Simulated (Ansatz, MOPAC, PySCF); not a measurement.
Potential energy surface of C2H6O, singlet: bend at the central O, local threefold symmetry of each CH3 group. Scanned: C-O-C angle. Other coordinates (O-C length, H-C-O angle, C-H length) were minimised at PBE0/def2-TZVP.

Cartesian coordinates as functions of the variables (Å; names that start with a are angles):
```
O  0  0  0
C  R*sin(a/2)  0  R*cos(a/2)
H  ((R-r*cos(ab))*sin(a/2)+r*sin(ab)*cos(0*2*pi/3)*cos(a/2))  r*sin(ab)*sin(0*2*pi/3)  (R-r*cos(ab))*cos(a/2)-r*sin(ab)*cos(0*2*pi/3)*sin(a/2)
H  ((R-r*cos(ab))*sin(a/2)+r*sin(ab)*cos(1*2*pi/3)*cos(a/2))  r*sin(ab)*sin(1*2*pi/3)  (R-r*cos(ab))*cos(a/2)-r*sin(ab)*cos(1*2*pi/3)*sin(a/2)
H  ((R-r*cos(ab))*sin(a/2)+r*sin(ab)*cos(2*2*pi/3)*cos(a/2))  r*sin(ab)*sin(2*2*pi/3)  (R-r*cos(ab))*cos(a/2)-r*sin(ab)*cos(2*2*pi/3)*sin(a/2)
C  -R*sin(a/2)  0  R*cos(a/2)
H  -((R-r*cos(ab))*sin(a/2)+r*sin(ab)*cos(0*2*pi/3)*cos(a/2))  r*sin(ab)*sin(0*2*pi/3)  (R-r*cos(ab))*cos(a/2)-r*sin(ab)*cos(0*2*pi/3)*sin(a/2)
H  -((R-r*cos(ab))*sin(a/2)+r*sin(ab)*cos(1*2*pi/3)*cos(a/2))  r*sin(ab)*sin(1*2*pi/3)  (R-r*cos(ab))*cos(a/2)-r*sin(ab)*cos(1*2*pi/3)*sin(a/2)
H  -((R-r*cos(ab))*sin(a/2)+r*sin(ab)*cos(2*2*pi/3)*cos(a/2))  r*sin(ab)*sin(2*2*pi/3)  (R-r*cos(ab))*cos(a/2)-r*sin(ab)*cos(2*2*pi/3)*sin(a/2)
```

Levels: RKS-B3LYP/6-31G* = restricted B3LYP/6-31G*, spherical d in PySCF; PM7, restricted, heats of formation (MOPAC); RKS-M06-2X/6-31G* = restricted M06-2X/6-31G*, spherical d in PySCF; RKS-PBE/def2-TZVP = restricted PBE/def2-TZVP in Ansatz (a quantum-chemistry and plane-wave program); RHF/6-31G* = restricted Hartree-Fock/6-31G*, spherical d in PySCF; wB97X-V/def2-TZVP, density fitting (PySCF).

Energies in kcal/mol, each method relative to its own lowest point.

```json
[
 {"a / °": "180", "RKS-B3LYP/6-31G*": "33.6", "PM7": "36.6", "RKS-M06-2X/6-31G*": "35.5", "RKS-PBE/def2-TZVP": "33.4", "RHF/6-31G*": "35.5", "wB97X-V": "34.5"},
 {"a / °": "172.50", "RKS-B3LYP/6-31G*": "32.6", "PM7": "35.8", "RKS-M06-2X/6-31G*": "34.5", "RKS-PBE/def2-TZVP": "32.5", "RHF/6-31G*": "34.5", "wB97X-V": "33.5"},
 {"a / °": "165", "RKS-B3LYP/6-31G*": "29.9", "PM7": "33.2", "RKS-M06-2X/6-31G*": "31.7", "RKS-PBE/def2-TZVP": "29.9", "RHF/6-31G*": "31.5", "wB97X-V": "30.8"},
 {"a / °": "157.50", "RKS-B3LYP/6-31G*": "25.8", "PM7": "29.1", "RKS-M06-2X/6-31G*": "27.4", "RKS-PBE/def2-TZVP": "25.8", "RHF/6-31G*": "26.9", "wB97X-V": "26.6"},
 {"a / °": "150", "RKS-B3LYP/6-31G*": "20.7", "PM7": "23.6", "RKS-M06-2X/6-31G*": "22.1", "RKS-PBE/def2-TZVP": "20.7", "RHF/6-31G*": "21.3", "wB97X-V": "21.3"},
 {"a / °": "142.50", "RKS-B3LYP/6-31G*": "15.1", "PM7": "17.2", "RKS-M06-2X/6-31G*": "16.3", "RKS-PBE/def2-TZVP": "15.2", "RHF/6-31G*": "15.2", "wB97X-V": "15.7"},
 {"a / °": "135", "RKS-B3LYP/6-31G*": "9.7", "PM7": "10.9", "RKS-M06-2X/6-31G*": "10.7", "RKS-PBE/def2-TZVP": "9.8", "RHF/6-31G*": "9.4", "wB97X-V": "10.1"},
 {"a / °": "127.50", "RKS-B3LYP/6-31G*": "5.0", "PM7": "5.4", "RKS-M06-2X/6-31G*": "5.6", "RKS-PBE/def2-TZVP": "5.1", "RHF/6-31G*": "4.5", "wB97X-V": "5.2"},
 {"a / °": "120", "RKS-B3LYP/6-31G*": "1.5", "PM7": "1.6", "RKS-M06-2X/6-31G*": "1.8", "RKS-PBE/def2-TZVP": "1.7", "RHF/6-31G*": "1.1", "wB97X-V": "1.7"},
 {"a / °": "112.50", "RKS-B3LYP/6-31G*": "0.0", "PM7": "0.0", "RKS-M06-2X/6-31G*": "0.0", "RKS-PBE/def2-TZVP": "0.0", "RHF/6-31G*": "0.0", "wB97X-V": "0.0"},
 {"a / °": "105", "RKS-B3LYP/6-31G*": "1.3", "PM7": "1.6", "RKS-M06-2X/6-31G*": "1.1", "RKS-PBE/def2-TZVP": "0.9", "RHF/6-31G*": "2.1", "wB97X-V": "1.1"},
 {"a / °": "97.50", "RKS-B3LYP/6-31G*": "6.5", "PM7": "7.6", "RKS-M06-2X/6-31G*": "6.3", "RKS-PBE/def2-TZVP": "5.4", "RHF/6-31G*": "8.9", "wB97X-V": "6.1"},
 {"a / °": "90", "RKS-B3LYP/6-31G*": "17.3", "PM7": "19.5", "RKS-M06-2X/6-31G*": "17.4", "RKS-PBE/def2-TZVP": "14.9", "RHF/6-31G*": "22.3", "wB97X-V": "16.7"}
]
```
